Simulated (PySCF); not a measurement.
# NaSi: from the state search to spectroscopic constants

An exercise on one series of results from a longer session: the logs are not shown, and one member is left open.

Program: PySCF 2.14.0. Level of theory: Na x2c-TZVPPall, Si x2c-TZVPPall, spin-free X2C with a Gaussian nucleus. These are calculated values, not measurements.

Set-up of the first run:

The job is set up so:

```yaml
atoms: Na, Si
charge: 0
basis: Na x2c-TZVPPall, Si x2c-TZVPPall
Hamiltonian: spin-free X2C with a Gaussian nucleus
basis_functions: 74
electrons_treated: 25
masses_in_u: 22.9898, 27.9769
levels: PBE0, PBE, r²SCAN, PW91, LDA, B97-3, BHandHLYP, LC-ωPBE, HF, MP2, SCS-MP2, CCSD, CCSD(T)
grid: 80 radial by 434 angular points
occupations: held fixed by the projection of orbital angular momentum
dissociation_limit: Na + Si, each in its ground configuration
starting_distance_in_angstrom: 2.690
values_of_2S_to_try: 1, 3
```

On the command line:

```
$ OMP_NUM_THREADS=1 python dia.py task.json out
```

Among the steps run: Set-up; PBE0 along the bond; Higher solutions at PBE0; PBE (GGA); r²SCAN (meta-GGA); PW91; LDA; B97-3 (global hybrid GGA); BHandHLYP (global hybrid GGA); LC-ωPBE (range-separated hybrid); UHF; MP2 and coupled cluster.

One of the session's tables, all rows but one given; the rest of the session is left out.

It belongs to the step «The curves together». Energy (eV) from each level's lowest point:

| R (Å) | UHF | UHF-MP2 | UHF-SCS-MP2 | UHF-CCSD | UHF-CCSD(T) |
| --- | --- | --- | --- | --- | --- |
| 2.324 | 0.403 | 0.333 | 0.342 | n/a | n/a |
| 2.432 | 0.193 | 0.148 | 0.154 | 0.150 | 0.148 |
| 2.540 | 0.069 | 0.046 | 0.049 | 0.047 | 0.046 |
| 2.621 | ? | ? | ? | ? | ? |
| 2.702 | 0.000 | 0.000 | 0.000 | 0.000 | 0.000 |
| 2.783 | 0.002 | 0.011 | 0.010 | 0.010 | 0.011 |
| 2.891 | 0.031 | 0.051 | 0.048 | 0.048 | 0.049 |
| 3.026 | 0.097 | 0.128 | 0.124 | 0.124 | 0.125 |
| 3.188 | 0.201 | 0.248 | 0.241 | 0.239 | 0.242 |
| 3.405 | 0.358 | 0.432 | 0.419 | n/a | n/a |

Estimate the missing values for R (Å) = 2.621.

Worked estimate for «UHF». A straight line through the neighbours (2.540, 0.069) and (2.702, 0.000) gives 0.069 + (0.000 − 0.069) × (2.621 − 2.540) / (2.702 − 2.540) = 0.035; a parabola fitted to 4 rows on both sides gives 0.019.

**Answer.** UHF: 0.020; UHF-MP2: 0.010; UHF-SCS-MP2: 0.011; UHF-CCSD: 0.010; UHF-CCSD(T): 0.010. In «UHF» the line misses by +0.015 and the parabola by -0.001.
